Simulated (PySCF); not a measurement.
PySCF run on NaC

The script input.py:

```python
from pyscf import gto, scf, cc

mol = gto.M(
    atom='Na 0 0 0; C 0 0 2.399',
    basis='pcseg-2',
    charge=0,
    spin=3,
    verbose=3,
)
mf = scf.UHF(mol)
mf = mf.density_fit(auxbasis='def2-universal-jkfit')
mf.kernel()
mycc = cc.CCSD(mf, frozen=2)
mycc.kernel()
mycc.ccsd_t()
mf.dip_moment()
print('orbital energies (hartree):', [e[max(0, n-3):n+3].round(4) for e, n in zip(mf.mo_energy, mol.nelec)])
```

```bash
$ OMP_NUM_THREADS=1 python input.py
```

It prints (some set-up lines and the per-cycle HOMO/LUMO lines with their warnings removed):

```
converged SCF energy = -199.582019269918  <S^2> = 3.7555896  2S+1 = 4.0027938
E(UCCSD) = -199.7051885145754  E_corr = -0.1231692446571326
UCCSD(T) correction = -0.00399548270984096
Dipole moment(X, Y, Z, Debye): -0.00000,  0.00000, -9.22164
orbital energies (hartree): [array([-0.2896, -0.2813, -0.2813, -0.0149,  0.0568,  0.0568]), array([-1.5396, -1.5369, -0.4144, -0.0151,  0.0541,  0.0541])]
```

In short: E(SCF) = -199.582019 Eh, E(CCSD) − E(SCF) = -0.12317 Eh, (T) = -0.00400 Eh, ⟨S²⟩ = 3.756, μz(SCF) = -9.22 D.

It ran on Arm Neoverse V1 (1 thread, shared host) in 14 s, peak memory 0.15 GiB.

The bond length is a typed value, not an optimised one. No search for the lowest solution was made.
